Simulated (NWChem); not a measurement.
# C2H3F (SMILES C=CF) at 6 levels

Aim: a comparison of 6 runs (M06-2X/def2-TZVP, PBE0/def2-TZVP, BHLYP/def2-TZVP, M06-L/def2-TZVP, TPSS/def2-TZVP, r2SCAN/def2-TZVP) of C2H3F. 

Program for the calculation: NWChem 7.3.0.

1 further run of the same task is left out (set aside as unsound or not needed).

## Step 1: The system as given

The species is C2H3F (6 atoms), meant as a singlet with charge 0. As SMILES, `C=CF`. The shape is that of a PBE0-D4/def2-TZVP optimisation.

Bond lengths: C1–C2 1.316 Å, C2–F3 1.336 Å, C1–H4 1.082 Å, C1–H5 1.081 Å, C2–H6 1.084 Å. Angles: C1–C2–F3 122.3°, C1–C2–H6 125.7°, F3–C2–H6 112.0°, C2–C1–H4 121.6°, C2–C1–H5 119.2°, H4–C1–H5 119.2°.

## Step 2: Energy and gradient at M06-2X/def2-TZVP (run 1)

Input file a.nw:

```
START a
memory 2200 mb
charge 0

GEOMETRY units angstroms noautosym nocenter noautoz
C    -0.536200    0.076400   -0.442800
C     0.490000   -0.016300    0.376600
F     0.966200   -1.192400    0.795500
H    -1.043900   -0.803300   -0.816600
H    -0.880200    1.054100   -0.749700
H     1.046100    0.817400    0.790700
END

BASIS spherical bse
* library def2-TZVP
END

DFT
xc m06-2x
grid fine
convergence energy 1e-08
iterations 100
mulliken
print low
END

TASK dft gradient
```

Launch:

```console
$ nwchem a.nw > a.out
```

Output:

```text
[...]
 d= 0,ls=0.0,diis     1   -177.7777520124 -2.46D+02  4.81D-03  4.61D-01     2.8
[...]
 d= 0,ls=0.0,diis    10   -177.8259590162 -4.03D-10  2.81D-07  1.60D-09    21.7
         Total DFT energy =     -177.825959016213
      One electron energy =     -377.573020684127
           Coulomb energy =      154.290181144111
    Exchange-Corr. energy =      -22.336422205925
 Nuclear repulsion energy =       67.793302729728
[...]
      Total Density - Mulliken Population Analysis
     ---------------------------------------------
    Atom       Charge   Shell Charges
 -----------   ------   -------------------------------------------------------
    1 C    6     6.34   0.86  1.12  0.52  0.68  0.11  1.32  1.23  0.47  0.01  0.01  0.00
    2 C    6     5.88   0.86  1.12  0.54  0.57  0.09  1.24  1.10  0.21  0.03  0.10  0.01
    3 F    9     9.20   0.77  1.20  0.61  0.96  0.38  2.26  2.15  0.85  0.00  0.01  0.00
    4 H    1     0.85   0.27  0.47  0.09  0.02
    5 H    1     0.86   0.27  0.47  0.10  0.02
    6 H    1     0.88   0.28  0.47  0.11  0.02
[...]
                         DFT ENERGY GRADIENTS
    atom               coordinates                        gradient
                 x          y          z           x          y          z
   1 C      -1.013271   0.144375  -0.836771   -0.000355  -0.000093  -0.000281
   2 C       0.925966  -0.030803   0.711671    0.001186  -0.003099   0.001029
   3 F       1.825853  -2.253309   1.503277   -0.000249   0.001638  -0.000249
   4 H      -1.972685  -1.518017  -1.543150   -0.000827  -0.000585  -0.000633
   5 H      -1.663337   1.991960  -1.416728   -0.000493   0.001017  -0.000426
   6 H       1.976842   1.544662   1.494206    0.000739   0.001120   0.000559
 Task  times  cpu:       29.2s     wall:       29.2s
 Total times  cpu:       29.2s     wall:       29.2s
```

It took 30 s on 1 thread of Intel Xeon Platinum 8488C (Sapphire Rapids), shared host; peak memory 0.13 GiB.

## Step 3: Energy and forces at PBE0/def2-TZVP (run 2)

Input file job.nw:

```
start job
memory 2200 mb

geometry noautosym nocenter noautoz
 C     -0.536200     0.076400    -0.442800
 C      0.490000    -0.016300     0.376600
 F      0.966200    -1.192400     0.795500
 H     -1.043900    -0.803300    -0.816600
 H     -0.880200     1.054100    -0.749700
 H      1.046100     0.817400     0.790700
end

basis spherical bse
 * library def2-TZVP
end

dft
 xc pbe0
 grid fine
 convergence energy 1e-08
 iterations 100
 mulliken
 print low
end

task dft gradient
```

Launch:

```console
$ nwchem job.nw > job.out
```

Output:

```text
[...]
 d= 0,ls=0.0,diis     1   -177.6554761223 -2.45D+02  5.96D-03  5.46D-01     2.3
[...]
 d= 0,ls=0.0,diis     8   -177.7057821179 -8.29D-09  3.97D-06  5.79D-07    15.3
         Total DFT energy =     -177.705782117862
      One electron energy =     -377.662981731165
           Coulomb energy =      154.380508214792
    Exchange-Corr. energy =      -22.216611331217
 Nuclear repulsion energy =       67.793302729728
[...]
      Total Density - Mulliken Population Analysis
     ---------------------------------------------
    Atom       Charge   Shell Charges
 -----------   ------   -------------------------------------------------------
    1 C    6     6.30   0.85  1.12  0.52  0.62  0.09  1.33  1.27  0.46  0.01  0.02  0.00
    2 C    6     5.91   0.85  1.12  0.54  0.56  0.09  1.25  1.11  0.22  0.03  0.10  0.02
    3 F    9     9.19   0.77  1.20  0.61  0.99  0.34  2.27  2.14  0.85  0.00  0.02  0.00
    4 H    1     0.86   0.27  0.47  0.09  0.02
    5 H    1     0.86   0.27  0.48  0.09  0.02
    6 H    1     0.88   0.27  0.48  0.11  0.02
[...]
                         DFT ENERGY GRADIENTS
    atom               coordinates                        gradient
                 x          y          z           x          y          z
   1 C      -1.013271   0.144375  -0.836771    0.000069  -0.000039   0.000055
   2 C       0.925966  -0.030803   0.711671   -0.000009   0.000048  -0.000027
   3 F       1.825853  -2.253309   1.503277   -0.000038   0.000010  -0.000026
   4 H      -1.972685  -1.518017  -1.543150   -0.000007  -0.000004  -0.000000
   5 H      -1.663337   1.991960  -1.416728    0.000011  -0.000003   0.000010
   6 H       1.976842   1.544662   1.494206   -0.000026  -0.000012  -0.000011
 Task  times  cpu:       21.5s     wall:       21.5s
 Total times  cpu:       21.5s     wall:       21.5s
```

Wall time 22 s (1 thread of Intel Xeon Platinum 8488C (Sapphire Rapids), shared host); peak memory 0.13 GiB.

Runs 3 to 5 aren't shown in full; the table further down has their settings and results.

## Step 4: Energy and forces at r2SCAN/def2-TZVP (run 6)

Input file run.nw:

```
start run
title "C2H3F r2SCAN"
memory total 2200 mb
geometry units angstroms noautosym nocenter noautoz
  C    -0.536200    0.076400   -0.442800
  C     0.490000   -0.016300    0.376600
  F     0.966200   -1.192400    0.795500
  H    -1.043900   -0.803300   -0.816600
  H    -0.880200    1.054100   -0.749700
  H     1.046100    0.817400    0.790700
end
basis spherical bse
  * library def2-TZVP
end
dft
  xc r2scan
  grid fine
  convergence energy 1e-08
  iterations 100
  mulliken
  print medium
end
task dft gradient
```

Launch:

```console
$ nwchem run.nw > run.out
```

Output:

```text
[...]
          Wavefunction type:  closed shell.
          No. of atoms     :     6
          No. of electrons :    24
[...]
          Charge           :     0
          Spin multiplicity:     1
[...]
          AO basis - number of functions:   111
[...]
              XC Information
              --------------
                      r^2SCAN Method XC Functional
               r^2SCAN metaGGA Exchange Functional  1.000
                     r^2SCAN Correlation Potential  1.000
[...]
 d= 0,ls=0.0,diis     1   -177.7583139272 -2.46D+02  6.67D-03  5.54D-01     2.8
[...]
 d= 0,ls=0.0,diis    11   -177.8078491129 -2.56D-10  6.48D-08  3.68D-11    23.7
         Total DFT energy =     -177.807849112947
      One electron energy =     -377.673813748509
           Coulomb energy =      154.397835767777
    Exchange-Corr. energy =      -22.325173861944
 Nuclear repulsion energy =       67.793302729728
[...]
      Total Density - Mulliken Population Analysis
     ---------------------------------------------
    Atom       Charge   Shell Charges
 -----------   ------   -------------------------------------------------------
    1 C    6     6.31   0.86  1.12  0.53  0.63  0.12  1.32  1.25  0.45  0.01  0.02  0.01
    2 C    6     5.87   0.86  1.12  0.55  0.56  0.09  1.25  1.10  0.21  0.03  0.09  0.02
    3 F    9     9.20   0.77  1.20  0.62  0.97  0.37  2.27  2.15  0.83  0.00  0.02  0.00
    4 H    1     0.86   0.27  0.48  0.09  0.02
    5 H    1     0.87   0.27  0.49  0.09  0.02
    6 H    1     0.89   0.27  0.49  0.11  0.02
[...]
  wavefunction    = closed shell
                         DFT ENERGY GRADIENTS
    atom               coordinates                        gradient
                 x          y          z           x          y          z
   1 C      -1.013271   0.144375  -0.836771    0.003234   0.000079   0.002569
   2 C       0.925966  -0.030803   0.711671   -0.000269  -0.005814  -0.000034
   3 F       1.825853  -2.253309   1.503277   -0.002310   0.005743  -0.002029
   4 H      -1.972685  -1.518017  -1.543150   -0.000015   0.000042  -0.000008
   5 H      -1.663337   1.991960  -1.416728   -0.000087   0.000045  -0.000070
   6 H       1.976842   1.544662   1.494206   -0.000553  -0.000094  -0.000428
[...]
```

Wall time 32 s (1 thread of Intel Xeon Platinum 8488C (Sapphire Rapids), shared host); peak memory 0.13 GiB.

## Step 5: The series

```csv
run,level,energy (Eh),largest force (eV/Å),wall time
1,M06-2X/def2-TZVP,-177.825959,0.179,30 s
2,PBE0/def2-TZVP,-177.705782,0.005,22 s
3,BHLYP/def2-TZVP,-177.812895,0.377,22 s
4,M06-L/def2-TZVP,-177.869356,0.106,33 s
5,TPSS/def2-TZVP,-177.922221,0.788,32 s
6,r2SCAN/def2-TZVP,-177.807849,0.335,32 s
```

## Step 6: What came out

| quantity | value |
| --- | --- |
| run 6: total energy | -177.80785 Eh |
| run 6: dipole moment | 1.27 D |
| run 6: HOMO energy | -6.72 eV |
| run 6: LUMO energy | -0.52 eV |
| run 6: HOMO–LUMO gap | 6.20 eV |
| run 6: largest force on an atom | 0.335 eV/Å |

Over runs 3, 4, 5, 6 the dipole moment (its size) runs from 1.20 D (M06-L/def2-TZVP) to 1.48 D (BHLYP/def2-TZVP). Totals of different functionals can't be ranked against each other. All runs together took 2.9 min, the longest 33 s.
